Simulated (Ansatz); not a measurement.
Basis-set extrapolation for `C=C1CC(C#N)C1` (PBE0-D4/def2-TZVP geometry, frozen core, Ansatz). Multiplicity 1, RHF reference.

```tsv
	def2-TZVPP	def2-QZVPP
HF	-285.781554	-285.793432
MP2 correlation	-1.148770	-1.221597
CCSD(T) correlation	-1.243378	not run
```

Energies in hartree. Use E(X) = E(∞) + A·exp(−7.88·√X) for Hartree–Fock and E(X) = E(∞) + B·X^(−2.97) for correlation, with X = 3 and 4, and add CCSD(T) minus MP2 of the smaller set to the MP2 limit.

**Question.** What is the CCSD(T) energy at the basis-set limit?

**Answer.** HF limit: -285.793432 + (-0.011878) × 0.13774 = -285.79507. MP2 limit: -1.221597 + (-0.072827) × 0.74074 = -1.27554. Higher-order term: -1.243378 − (-1.148770) = -0.09461. Total: -287.16522 hartree, 3.82 eV below CCSD(T)/def2-TZVPP.
